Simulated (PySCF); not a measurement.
# HClF−, a complex of two parts: interaction energy, part 2 of 2

PySCF 2.14.0. Atoms count from 0, parts from 1. The steps go on from the part before.

### Step 6. Coupled-cluster interaction energy: CCSD(T) and MP2, 2.35 Å

What the job is given:

```
{"job": {"kind": "intercc", "basis": "aug-cc-pVDZ", "basis_large": "aug-cc-pVTZ"}, "charge": -1, "multiplicity": 1, "parts": [{"atoms": "0-1", "charge": 0, "multiplicity": 1}, {"atoms": "2-2", "charge": -1, "multiplicity": 1}]}
F      0.378606    -0.070896    -0.001547
H     -0.549238     0.242814     0.019129
Cl    -2.780453     0.992734     0.069216
```

Level: CCSD(T)/aug-cc-pVDZ and MP2/aug-cc-pVTZ counterpoise interaction energy, frozen core, gas phase.

Output:

```text
part 1, own basis, geometry of the cluster: E = -100.0545126003 (as before)

part 2, own basis, geometry of the cluster: E = -459.5737370343 (as before)

part 1, own basis, relaxed alone: E = -100.0609171040 (as before)

part 2, own basis, relaxed alone: E = -459.5737370343 (as before)

cluster
final grid: 3336 points
cycle   1  E = -559.6594884727  dE = -8.017e-03  |g| = 4.062e-02  |ddm| = 3.714e-01
cycle   2  E = -559.6603534350  dE = -8.650e-04  |g| = 1.626e-02  |ddm| = 9.271e-02
cycle   3  E = -559.6605032155  dE = -1.498e-04  |g| = 8.399e-03  |ddm| = 3.318e-02
cycle   4  E = -559.6605392148  dE = -3.600e-05  |g| = 2.125e-03  |ddm| = 1.879e-02
cycle   5  E = -559.6605415312  dE = -2.316e-06  |g| = 5.562e-04  |ddm| = 4.967e-03
cycle   6  E = -559.6605417171  dE = -1.860e-07  |g| = 8.529e-05  |ddm| = 2.108e-03
cycle   7  E = -559.6605417228  dE = -5.646e-09  |g| = 1.956e-05  |ddm| = 3.535e-04
cycle   8  E = -559.6605417230  dE = -2.619e-10  |g| = 3.518e-06  |ddm| = 7.300e-05
converged SCF energy = -559.6605417230

part 1 in the basis of the cluster
final grid: 3336 points
cycle   1  E = -100.0545584038  dE = -4.563e-05  |g| = 1.470e-03  |ddm| = 1.611e-01
cycle   2  E = -100.0545590414  dE = -6.376e-07  |g| = 1.945e-04  |ddm| = 2.002e-02
cycle   3  E = -100.0545590547  dE = -1.329e-08  |g| = 2.140e-05  |ddm| = 3.330e-03
cycle   4  E = -100.0545590547  dE = -7.306e-11  |g| = 1.078e-05  |ddm| = 1.395e-04
converged SCF energy = -100.0545590547

part 2 in the basis of the cluster
final grid: 3336 points
cycle   1  E = -459.5735668608  dE = -2.301e-05  |g| = 1.069e-03  |ddm| = 1.374e-01
cycle   2  E = -459.5735672704  dE = -4.096e-07  |g| = 2.182e-04  |ddm| = 1.864e-02
cycle   3  E = -459.5735673005  dE = -3.013e-08  |g| = 1.032e-04  |ddm| = 2.938e-03
cycle   4  E = -459.5735673040  dE = -3.431e-09  |g| = 1.528e-05  |ddm| = 5.826e-04
cycle   5  E = -459.5735673042  dE = -2.570e-10  |g| = 2.262e-06  |ddm| = 1.061e-04
converged SCF energy = -459.5735673042

Interaction energy (kcal/mol)
  counterpoise      -21.286
  uncorrected       -21.830
  dispersion part     0.000
  deformation         2.015
  binding           -19.271

Decomposition of the uncorrected value (kcal/mol)
  electrostatic     -20.536
  Pauli               5.843
  orbital            -5.692
  dispersion          0.000
  correlation        -1.445

Charge of each part in the cluster: -0.029 -0.971
part 1 in the basis of the cluster: E(HF) = -100.027222676  E2 = -0.226082051  E(CCSD corr) = -0.229445295  (T) = -0.004465901
part 2 in the basis of the cluster: E(HF) = -459.563712636  E2 = -0.159805569  E(CCSD corr) = -0.171251887  (T) = -0.004255537
cluster: E(HF) = -559.623114672  E2 = -0.386549317  E(CCSD corr) = -0.400844487  (T) = -0.008968344

Counterpoise interaction energy (kcal/mol)
  hf_small                 -20.193
  mp2_small                -20.608
  ccsd_small               -20.285
  ccsdt_small              -20.440
  hf_large                 -20.341
  mp2_large                -21.286
  scs_mp2_large            -20.722
  mp2_limit                -21.509
  ccsdt_less_mp2             0.168
  ccsdt_limit_estimate     -21.341
  bsse_mp2_large             0.544
```

Wall time 6.3 s (1 thread of Arm Neoverse V1, shared host); peak memory 0.31 GiB.

Contacts at this geometry (a selection, picked against the atoms' radii; other short pairs can be missing):

```
   atoms  distance (Å)  kind (by distance and angle)  angle (°)
H1···Cl2          2.35                 hydrogen bond        180
```

Differences are taken before rounding.

```
                 method  interaction energy (kcal/mol)  from CCSD(T), limit estimate (kcal/mol)
         HF/aug-cc-pVDZ                         -20.19                                    +1.15
        MP2/aug-cc-pVDZ                         -20.61                                    +0.73
       CCSD/aug-cc-pVDZ                         -20.29                                    +1.06
    CCSD(T)/aug-cc-pVDZ                         -20.44                                    +0.90
         HF/aug-cc-pVTZ                         -20.34                                    +1.00
        MP2/aug-cc-pVTZ                         -21.29                                    +0.06
    SCS-MP2/aug-cc-pVTZ                         -20.72                                    +0.62
      MP2, extrapolated                         -21.51                                    -0.17
CCSD(T), limit estimate                         -21.34                                        0
```

These energies keep the parts at their geometry in the cluster; deforming them to it costs 2.02 kcal/mol (MP2).

### Step 7. Coupled-cluster interaction energy: CCSD(T) and MP2, 1.70 Å

Same as in step 6 but for these lines:

```diff
@@ -3,2 +3,2 @@
 H     -0.549238     0.242814     0.019129
-Cl    -2.780453     0.992734     0.069216
+Cl    -2.155713     0.782756     0.055192
```

Level: CCSD(T)/aug-cc-pVDZ and MP2/aug-cc-pVTZ counterpoise interaction energy, frozen core, gas phase.

Output:

```text
part 1, own basis, geometry of the cluster: E = -100.0545126003 (as before)

part 2, own basis, geometry of the cluster: E = -459.5737370343 (as before)

part 1, own basis, relaxed alone: E = -100.0609171040 (as before)

part 2, own basis, relaxed alone: E = -459.5737370343 (as before)

cluster
final grid: 3336 points
cycle   1  E = -559.6544544378  dE = -3.461e-02  |g| = 8.652e-02  |ddm| = 8.398e-01
cycle   2  E = -559.6579039686  dE = -3.450e-03  |g| = 3.151e-02  |ddm| = 1.836e-01
cycle   3  E = -559.6584982877  dE = -5.943e-04  |g| = 1.373e-02  |ddm| = 6.648e-02
cycle   4  E = -559.6585988127  dE = -1.005e-04  |g| = 3.859e-03  |ddm| = 3.389e-02
cycle   5  E = -559.6586054057  dE = -6.593e-06  |g| = 1.440e-03  |ddm| = 7.536e-03
cycle   6  E = -559.6586061684  dE = -7.627e-07  |g| = 2.202e-04  |ddm| = 3.134e-03
cycle   7  E = -559.6586061979  dE = -2.953e-08  |g| = 3.965e-05  |ddm| = 9.115e-04
cycle   8  E = -559.6586061987  dE = -7.947e-10  |g| = 8.211e-06  |ddm| = 1.890e-04
converged SCF energy = -559.6586061987

part 1 in the basis of the cluster
final grid: 3336 points
cycle   1  E = -100.0545715114  dE = -5.944e-05  |g| = 1.708e-03  |ddm| = 2.076e-01
cycle   2  E = -100.0545724356  dE = -9.242e-07  |g| = 2.345e-04  |ddm| = 2.373e-02
cycle   3  E = -100.0545724560  dE = -2.034e-08  |g| = 1.557e-05  |ddm| = 3.404e-03
cycle   4  E = -100.0545724560  dE = -8.700e-11  |g| = 4.168e-06  |ddm| = 8.424e-05
converged SCF energy = -100.0545724560

part 2 in the basis of the cluster
final grid: 3336 points
cycle   1  E = -459.5735527410  dE = -4.049e-05  |g| = 1.342e-03  |ddm| = 7.480e-02
cycle   2  E = -459.5735532585  dE = -5.175e-07  |g| = 2.416e-04  |ddm| = 9.611e-03
cycle   3  E = -459.5735532964  dE = -3.790e-08  |g| = 1.154e-04  |ddm| = 2.624e-03
cycle   4  E = -459.5735533004  dE = -3.965e-09  |g| = 1.882e-05  |ddm| = 5.667e-04
cycle   5  E = -459.5735533008  dE = -3.763e-10  |g| = 2.111e-06  |ddm| = 2.463e-04
converged SCF energy = -459.5735533008

Interaction energy (kcal/mol)
  counterpoise      -22.761
  uncorrected       -24.154
  dispersion part     0.000
  deformation         2.015
  binding           -20.746

Decomposition of the uncorrected value (kcal/mol)
  electrostatic     -36.913
  Pauli              42.043
  orbital           -24.321
  dispersion          0.000
  correlation        -4.963

Charge of each part in the cluster: -0.071 -0.929
part 1 in the basis of the cluster: E(HF) = -100.027273136  E2 = -0.226309522  E(CCSD corr) = -0.229670037  (T) = -0.004511446
part 2 in the basis of the cluster: E(HF) = -459.563790780  E2 = -0.161141043  E(CCSD corr) = -0.172696878  (T) = -0.004450125
cluster: E(HF) = -559.620915866  E2 = -0.390835139  E(CCSD corr) = -0.404014126  (T) = -0.009500210

Counterpoise interaction energy (kcal/mol)
  hf_small                 -18.732
  mp2_small                -20.856
  ccsd_small               -19.766
  ccsdt_small              -20.104
  hf_large                 -19.127
  mp2_large                -22.761
  scs_mp2_large            -21.238
  mp2_limit                -23.397
  ccsdt_less_mp2             0.752
  ccsdt_limit_estimate     -22.645
  bsse_mp2_large             1.392
```

It took 6 s on 1 thread of Arm Neoverse V1, shared host; peak memory 0.31 GiB.

Contacts at this geometry (a selection, picked against the atoms' radii; other short pairs can be missing):

```
   atoms  distance (Å)  kind (by distance and angle)  angle (°)
H1···Cl2          1.70                 hydrogen bond        180
```

Differences are taken before rounding.

```
                 method  interaction energy (kcal/mol)  from CCSD(T), limit estimate (kcal/mol)
         HF/aug-cc-pVDZ                         -18.73                                    +3.91
        MP2/aug-cc-pVDZ                         -20.86                                    +1.79
       CCSD/aug-cc-pVDZ                         -19.77                                    +2.88
    CCSD(T)/aug-cc-pVDZ                         -20.10                                    +2.54
         HF/aug-cc-pVTZ                         -19.13                                    +3.52
        MP2/aug-cc-pVTZ                         -22.76                                    -0.12
    SCS-MP2/aug-cc-pVTZ                         -21.24                                    +1.41
      MP2, extrapolated                         -23.40                                    -0.75
CCSD(T), limit estimate                         -22.65                                        0
```

These energies keep the parts at their geometry in the cluster; deforming them to it costs 2.02 kcal/mol (MP2).

### Step 8. Coupled-cluster interaction energy: CCSD(T) and MP2, 2.83 Å

Same as in step 7 but for these lines:

```diff
@@ -3,2 +3,2 @@
 H     -0.549238     0.242814     0.019129
-Cl    -2.155713     0.782756     0.055192
+Cl    -3.226696     1.142718     0.079234
```

With the program's defaults for keys left out, this is: CCSD(T)/aug-cc-pVDZ and MP2/aug-cc-pVTZ counterpoise interaction energy, frozen core, gas phase.

Output:

```text
part 1, own basis, geometry of the cluster: E = -100.0545126003 (as before)

part 2, own basis, geometry of the cluster: E = -459.5737370343 (as before)

part 1, own basis, relaxed alone: E = -100.0609171040 (as before)

part 2, own basis, relaxed alone: E = -459.5737370343 (as before)

cluster
final grid: 3336 points
cycle   1  E = -559.6524772266  dE = -3.456e-03  |g| = 2.854e-02  |ddm| = 3.095e-01
cycle   2  E = -559.6528599321  dE = -3.827e-04  |g| = 1.257e-02  |ddm| = 7.313e-02
cycle   3  E = -559.6529253516  dE = -6.542e-05  |g| = 6.189e-03  |ddm| = 2.174e-02
cycle   4  E = -559.6529479006  dE = -2.255e-05  |g| = 1.314e-03  |ddm| = 1.526e-02
cycle   5  E = -559.6529491196  dE = -1.219e-06  |g| = 3.422e-04  |ddm| = 3.950e-03
cycle   6  E = -559.6529492028  dE = -8.315e-08  |g| = 5.666e-05  |ddm| = 1.607e-03
cycle   7  E = -559.6529492054  dE = -2.651e-09  |g| = 1.392e-05  |ddm| = 2.054e-04
cycle   8  E = -559.6529492056  dE = -1.625e-10  |g| = 2.694e-06  |ddm| = 7.250e-05
converged SCF energy = -559.6529492056

part 1 in the basis of the cluster
final grid: 3336 points
cycle   1  E = -100.0545482744  dE = -3.567e-05  |g| = 1.270e-03  |ddm| = 1.690e-01
cycle   2  E = -100.0545487804  dE = -5.060e-07  |g| = 1.707e-04  |ddm| = 2.324e-02
cycle   3  E = -100.0545487912  dE = -1.082e-08  |g| = 2.009e-05  |ddm| = 3.866e-03
cycle   4  E = -100.0545487913  dE = -6.297e-11  |g| = 9.787e-06  |ddm| = 1.160e-04
converged SCF energy = -100.0545487913

part 2 in the basis of the cluster
final grid: 3336 points
cycle   1  E = -459.5735862161  dE = -1.400e-05  |g| = 8.466e-04  |ddm| = 1.153e-01
cycle   2  E = -459.5735865204  dE = -3.043e-07  |g| = 1.883e-04  |ddm| = 1.654e-02
cycle   3  E = -459.5735865447  dE = -2.427e-08  |g| = 8.843e-05  |ddm| = 2.676e-03
cycle   4  E = -459.5735865476  dE = -2.960e-09  |g| = 1.281e-05  |ddm| = 6.585e-04
cycle   5  E = -459.5735865478  dE = -1.909e-10  |g| = 2.307e-06  |ddm| = 7.570e-05
converged SCF energy = -459.5735865478

Interaction energy (kcal/mol)
  counterpoise      -15.775
  uncorrected       -16.047
  dispersion part     0.000
  deformation         2.015
  binding           -13.760

Decomposition of the uncorrected value (kcal/mol)
  electrostatic     -14.642
  Pauli               1.504
  orbital            -2.465
  dispersion          0.000
  correlation        -0.445

Charge of each part in the cluster: -0.014 -0.986
part 1 in the basis of the cluster: E(HF) = -100.027197397  E2 = -0.226006882  E(CCSD corr) = -0.229369079  (T) = -0.004443623
part 2 in the basis of the cluster: E(HF) = -459.563681963  E2 = -0.159493338  E(CCSD corr) = -0.170922760  (T) = -0.004200791
cluster: E(HF) = -559.615712129  E2 = -0.385462609  E(CCSD corr) = -0.400010690  (T) = -0.008750253

Counterpoise interaction energy (kcal/mol)
  hf_small                 -15.583
  mp2_small                -15.559
  ccsd_small               -15.406
  ccsdt_small              -15.473
  hf_large                 -15.571
  mp2_large                -15.775
  scs_mp2_large            -15.492
  mp2_limit                -15.871
  ccsdt_less_mp2             0.086
  ccsdt_limit_estimate     -15.784
  bsse_mp2_large             0.273
```

Wall time 6.3 s (1 thread of Arm Neoverse V1, shared host); peak memory 0.31 GiB.

Contacts at this geometry (a selection, picked against the atoms' radii; other short pairs can be missing):

```
   atoms  distance (Å)  kind (by distance and angle)  angle (°)
H1···Cl2          2.83                 hydrogen bond        180
```

Differences are taken before rounding.

```
                 method  interaction energy (kcal/mol)  from CCSD(T), limit estimate (kcal/mol)
         HF/aug-cc-pVDZ                         -15.58                                    +0.20
        MP2/aug-cc-pVDZ                         -15.56                                    +0.23
       CCSD/aug-cc-pVDZ                         -15.41                                    +0.38
    CCSD(T)/aug-cc-pVDZ                         -15.47                                    +0.31
         HF/aug-cc-pVTZ                         -15.57                                    +0.21
        MP2/aug-cc-pVTZ                         -15.77                                    +0.01
    SCS-MP2/aug-cc-pVTZ                         -15.49                                    +0.29
      MP2, extrapolated                         -15.87                                    -0.09
CCSD(T), limit estimate                         -15.78                                        0
```

These energies keep the parts at their geometry in the cluster; deforming them to it costs 2.02 kcal/mol (MP2).

### Step 9. Coupled-cluster interaction energy: CCSD(T) and MP2, 3.77 Å

Same as in step 8 but for these lines:

```diff
@@ -3,2 +3,2 @@
 H     -0.549238     0.242814     0.019129
-Cl    -3.226696     1.142718     0.079234
+Cl    -4.119182     1.442686     0.099269
```

Level: CCSD(T)/aug-cc-pVDZ and MP2/aug-cc-pVTZ counterpoise interaction energy, frozen core, gas phase.

Output:

```text
part 1, own basis, geometry of the cluster: E = -100.0545126003 (as before)

part 2, own basis, geometry of the cluster: E = -459.5737370343 (as before)

part 1, own basis, relaxed alone: E = -100.0609171040 (as before)

part 2, own basis, relaxed alone: E = -459.5737370343 (as before)

cluster
final grid: 3336 points
cycle   1  E = -559.6425755664  dE = -9.489e-04  |g| = 1.670e-02  |ddm| = 1.662e-01
cycle   2  E = -559.6426753855  dE = -9.982e-05  |g| = 8.028e-03  |ddm| = 3.714e-02
cycle   3  E = -559.6426933669  dE = -1.798e-05  |g| = 3.157e-03  |ddm| = 1.253e-02
cycle   4  E = -559.6426997860  dE = -6.419e-06  |g| = 6.501e-04  |ddm| = 1.010e-02
cycle   5  E = -559.6427001447  dE = -3.587e-07  |g| = 1.649e-04  |ddm| = 2.400e-03
cycle   6  E = -559.6427001661  dE = -2.141e-08  |g| = 2.941e-05  |ddm| = 5.663e-04
cycle   7  E = -559.6427001668  dE = -7.295e-10  |g| = 8.013e-06  |ddm| = 1.067e-04
converged SCF energy = -559.6427001668

part 1 in the basis of the cluster
final grid: 3336 points
cycle   1  E = -100.0545254743  dE = -1.299e-05  |g| = 6.689e-04  |ddm| = 1.294e-01
cycle   2  E = -100.0545256373  dE = -1.629e-07  |g| = 8.503e-05  |ddm| = 1.424e-02
cycle   3  E = -100.0545256403  dE = -3.050e-09  |g| = 6.365e-06  |ddm| = 1.951e-03
cycle   4  E = -100.0545256403  dE = -8.470e-12  |g| = 3.242e-06  |ddm| = 3.076e-05
converged SCF energy = -100.0545256403

part 2 in the basis of the cluster
final grid: 3336 points
cycle   1  E = -459.5736370672  dE = -5.299e-06  |g| = 5.152e-04  |ddm| = 3.101e-02
cycle   2  E = -459.5736372005  dE = -1.333e-07  |g| = 1.230e-04  |ddm| = 2.534e-03
cycle   3  E = -459.5736372118  dE = -1.136e-08  |g| = 5.746e-05  |ddm| = 4.904e-04
cycle   4  E = -459.5736372133  dE = -1.446e-09  |g| = 7.235e-06  |ddm| = 2.331e-04
cycle   5  E = -459.5736372133  dE = -6.014e-11  |g| = 1.183e-06  |ddm| = 5.831e-05
converged SCF energy = -459.5736372133

Interaction energy (kcal/mol)
  counterpoise       -8.894
  uncorrected        -8.941
  dispersion part     0.000
  deformation         2.015
  binding            -6.879

Decomposition of the uncorrected value (kcal/mol)
  electrostatic      -8.583
  Pauli               0.123
  orbital            -0.674
  dispersion          0.000
  correlation         0.193

Charge of each part in the cluster: -0.003 -0.997
part 1 in the basis of the cluster: E(HF) = -100.027127589  E2 = -0.225925041  E(CCSD corr) = -0.229289410  (T) = -0.004420417
part 2 in the basis of the cluster: E(HF) = -459.563660136  E2 = -0.159205532  E(CCSD corr) = -0.170625222  (T) = -0.004139345
cluster: E(HF) = -559.605356507  E2 = -0.384666863  E(CCSD corr) = -0.399352342  (T) = -0.008533001

Counterpoise interaction energy (kcal/mol)
  hf_small                  -9.142
  mp2_small                 -8.851
  ccsd_small                -8.789
  ccsdt_small               -8.772
  hf_large                  -9.122
  mp2_large                 -8.894
  scs_mp2_large             -8.806
  mp2_limit                 -8.921
  ccsdt_less_mp2             0.079
  ccsdt_limit_estimate      -8.842
  bsse_mp2_large             0.046
```

Run time: 6.1 s. Hardware: 1 thread of Arm Neoverse V1, shared host; peak memory 0.31 GiB.

Contacts at this geometry (a selection, picked against the atoms' radii; other short pairs can be missing):

```
   atoms  distance (Å)  kind (by distance and angle)  angle (°)
H1···Cl2          3.77  beyond van der Waals contact          –
```

Differences are taken before rounding.

```
                 method  interaction energy (kcal/mol)  from CCSD(T), limit estimate (kcal/mol)
         HF/aug-cc-pVDZ                          -9.14                                    -0.30
        MP2/aug-cc-pVDZ                          -8.85                                    -0.01
       CCSD/aug-cc-pVDZ                          -8.79                                    +0.05
    CCSD(T)/aug-cc-pVDZ                          -8.77                                    +0.07
         HF/aug-cc-pVTZ                          -9.12                                    -0.28
        MP2/aug-cc-pVTZ                          -8.89                                    -0.05
    SCS-MP2/aug-cc-pVTZ                          -8.81                                    +0.04
      MP2, extrapolated                          -8.92                                    -0.08
CCSD(T), limit estimate                          -8.84                                        0
```

These energies keep the parts at their geometry in the cluster; deforming them to it costs 2.02 kcal/mol (MP2).

### Step 10. The curve

Counterpoise interaction energies (kcal/mol):

```
H1···Cl2 (Å)      HF  MP2 limit  CCSD(T) estimate   time
        1.70  -19.13     -23.40            -22.65    6 s
        1.79  -21.41     -25.01            -24.40  5.8 s
        1.88  -22.52     -25.54            -25.05  5.9 s
        2.07  -22.60     -24.72            -24.40  5.7 s
        2.35  -20.34     -21.51            -21.34  6.3 s
        2.83  -15.57     -15.87            -15.78  6.3 s
        3.77   -9.12      -8.92             -8.84  6.1 s
```

### Step 11. Outcome

What follows sums up all 2 parts.

| quantity | value |
| --- | --- |
| point group | Cinfv |
| rotational constants (main isotopes) | 4.97, 4.97 GHz |
| CCSD(T) estimate at 1.70 Å | -22.65 kcal/mol |
| CCSD(T) estimate at 1.79 Å | -24.40 kcal/mol |
| CCSD(T) estimate at 1.88 Å | -25.05 kcal/mol |
| CCSD(T) estimate at 2.07 Å | -24.40 kcal/mol |
| CCSD(T) estimate at 2.35 Å | -21.34 kcal/mol |
| CCSD(T) estimate at 2.83 Å | -15.78 kcal/mol |
| CCSD(T) estimate at 3.77 Å | -8.84 kcal/mol |

**Reading.** Relaxing lowered the energy by 0.035 eV in 6 steps; the close pair that moved most is F0–H1, from 1.033 to 0.980 Å. Along the rigid scan the CCSD(T) estimate is lowest at 1.88 Å (-25.05 kcal/mol), where MP2 at the limit misses it by -0.49 and Hartree-Fock by +2.53.
